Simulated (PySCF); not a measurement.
Molecular orbitals of C₂

B3LYP at R = 1.304 Å; PySCF, no relativity, basis sets C def2-TZVPP. State: ³Πu (triplet), unpaired electrons σ ↑, π ↑. Only the outer orbitals are listed.

```csv
spin,orbital,occ.,ε (eV),main shells (%)
α,σg,1,-22.62,"77 s, 22 p"
α,σu,1,-12.42,"71 s, 28 p"
α,πu,1,-10.21,98 p
α,σg,1,-9.83,"71 p, 29 s"
α,πu,1,-9.25,98 p
α,πg,0,-1.46,97 p
α,πg,0,-0.73,97 p
α,σg,0,3.72,95 s
β,σg,1,-20.76,"78 s, 21 p"
β,σu,1,-10.00,"75 s, 24 p"
β,πu,1,-8.74,98 p
β,πu,0,-6.13,98 p
β,σg,0,-5.77,"67 p, 33 s"
β,πg,0,-0.14,98 p
```

Q: Which are the highest filled and the lowest empty level, where do they sit, and how wide is the gap?

A: Highest filled β πu at -8.74 eV (in %: 98 p); lowest empty β πu at -6.13 eV (in %: 98 p); the gap at B3LYP is 2.61 eV. Both belong to one degenerate shell, split only by its one-sided filling, so this is no excitation gap.

```json
{
  "bond order (Mayer)": "2.59",
  "⟨S²⟩": "2.004"
}
```

The state was picked by a PBE0 search and need not be the measured ground state.
